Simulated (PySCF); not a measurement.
Gas-phase reaction: 2 (CH3)3SiH + C → 2 (CH3)2SiH2 + C3H4 (allene)

Energies from PySCF (xtb for GFN2), thermal terms from the rigid-rotor harmonic-oscillator model, ideal gas at 1 bar. † marks an energy on the PBE0/def2-TZVP geometry and frequencies; other levels use their own. MP2 and CCSD(T) freeze the core. 6-31G* has spherical d functions here. Open shells (unrestricted): C (multiplicity 3, electronic degeneracy 9); the rest are closed-shell singlets. GFN2 has no spin-polarisation term. Spin-orbit splitting is ignored; it lowers the true energy and changes the entropy of C. B3LYP is the form with VWN-RPA correlation. MP2 isn't extrapolated to the basis-set limit; its ΔH°(298 K) is -399.9 kJ in def2-SVP and -396.4 kJ in def2-TZVPP. CCSD(T) isn't extrapolated to the basis-set limit. The harmonic model lacks anharmonicity and excited electronic states, which grow with temperature; levels with a mode under 35 cm⁻¹ are left out. Internal rotation in (CH3)3SiH, (CH3)2SiH2 is treated as a harmonic vibration of one conformer, which makes the entropy rough.

```csv
level,"ΔE electronic, kJ","ΔH°(298 K), kJ","ΔS°(298 K), J/K","ΔG°(2000 K), kJ"
B3LYP/6-31G*,-414,-424,15,-427
B3LYP/def2-TZVP†,-424,-432,16,-437
CCSD(T)/def2-SVP†,-386,-395,16,-399
GFN2-xTB,-709,-724,9,-724
HF/6-31G*,-227,-234,16,-238
HF/def2-TZVP†,-242,-250,16,-255
MP2/def2-TZVPP†,-388,-396,16,-401
PBE/def2-TZVP†,-449,-458,16,-462
r2SCAN/def2-TZVP†,-402,-411,16,-415
ωB97M-V/def2-TZVP†,-395,-404,16,-408
```
ΔH° is lowest at GFN2-xTB and highest at HF/6-31G*. No reference value is set beside these.
